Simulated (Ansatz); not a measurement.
Compare A (`C=CNCC`) with its isomer B (`C=C(C)CN`).

Calculated with Ansatz (gas phase, PBE0-D4/def2-TZVP geometries, no zero-point term in ΔE). CCSD(T)/CBS is the MP2 limit (def2-TZVPP, def2-QZVPP) plus CCSD(T) − MP2 in def2-TZVPP, frozen cores. Functionals use def2-TZVPP. B3LYP here is the variant with VWN-RPA as its local correlation; programs differ in this. One conformer a species, not always the lowest.

(1) Which is lower in electronic energy at CCSD(T)/CBS, and by how much? (Best estimate.)

(2) Give E(B) − E(A) in kJ/mol with B3LYP-D4, HF/def2-TZVPP, CCSD/def2-TZVPP, PBE0-D4, CCSD(T)/def2-TZVPP, ωB97M-V, PBE-D4. (Estimate.)

Largest T1 diagnostic: 0.011.

Answers

(1) Ansatz gave: B, by 15.4 kJ/mol.

(2) The calculation gave: B3LYP-D4 -5.3, HF/def2-TZVPP -9.8, CCSD/def2-TZVPP -15.5, PBE0-D4 -6.6, CCSD(T)/def2-TZVPP -15.3, ωB97M-V -11.2, PBE-D4 -2.9. None reverses the order clearly.

From PBE to PBE0 (25 % exact exchange), in def2-TZVPP and without D4, E(B) − E(A) moves by −3.9 kJ/mol. In def2-TZVPP, CCSD(T) changes the Hartree–Fock value by −5.4 kJ/mol (the triples alone add +0.3 kJ/mol) and MP2 by −6.2 kJ/mol.
